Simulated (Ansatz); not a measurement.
Relaxation of Mg2Al with UKS r2SCAN-D4/def2-TZVP.

```sh
$ ansatz run in.yaml --threads 4 --pin off --events-out ev --progress --plain --max-ram 3916MiB
```

```yaml
crystal:
  periodic: [false, false, false]
  atoms:
    - {symbol: Al, position_ang: [-0.383330, 1.094420, -0.894490]}
    - {symbol: Mg, position_ang: [1.544280, 0.154930, 0.728100]}
    - {symbol: Mg, position_ang: [-1.160950, -1.249350, 0.166380]}
basis:
  gaussian: {orbitals: def2-TZVP}
magnetization: {spin_polarized: true, initial_magnetization: 1}
hamiltonian: {xc: r2scan, dispersion: d4}
scf: {omitted_lower_state_checks: [starts]}
output: {orbitals: {seedname: orbitals}}
relax: {f_tol: 0.02, max_steps: 100}
```

Run time 17 s (4 threads of AMD EPYC 7B13 on a shared host).

Positions (Å) and forces (eV/Å) at steps 1, 2, 3 of 3:

```xyz
3
step=1 energy=-17482.2159 eV
Al   -0.383    1.094   -0.894   -0.060    0.181   -0.146
Mg    1.544    0.155    0.728    0.070   -0.068    0.080
Mg   -1.161   -1.249    0.166   -0.010   -0.113    0.066
3
step=2 energy=-17482.2214 eV
Al   -0.389    1.112   -0.909   -0.023    0.067   -0.054
Mg    1.542    0.143    0.734    0.034   -0.021    0.031
Mg   -1.153   -1.256    0.175   -0.011   -0.046    0.023
3
step=3 energy=-17482.2223 eV
Al   -0.393    1.123   -0.918    0.000   -0.002    0.001
Mg    1.545    0.139    0.738    0.002    0.002    0.000
Mg   -1.152   -1.262    0.179   -0.002    0.000   -0.001
```

The structure comes from a short search, and lower isomers may exist.
